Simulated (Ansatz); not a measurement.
Rock-salt BaS was calculated with LDA in Ansatz (plane waves, PAW).

Numerical settings: plane-wave cutoff 520 eV, 10×10×10 k mesh, scalar-relativistic PAW data made under PBE.

Computed at the level's own relaxed cell.

```
BaS
1.0
    0.00000     3.13574     3.13574
    3.13574     0.00000     3.13574
    3.13574     3.13574     0.00000
Ba S
1 1
Direct
  0.00000   0.00000   0.00000
  0.50000   0.50000   0.50000
```

Task: Give the elastic tensor (Voigt notation, GPa, ions relaxed, in the Cartesian axes of the cell as printed).

Result: 
```
  116.0    18.3    18.3     0.0     0.0     0.0
   18.3   116.0    18.3     0.0     0.0     0.0
   18.3    18.3   116.0     0.0     0.0     0.0
    0.0     0.0     0.0    18.3     0.0     0.0
    0.0     0.0     0.0     0.0    18.3     0.0
    0.0     0.0     0.0     0.0     0.0    18.3
```

Static lattice: no zero-point or thermal effects.

Ansatz is a quantum-chemistry and plane-wave program.
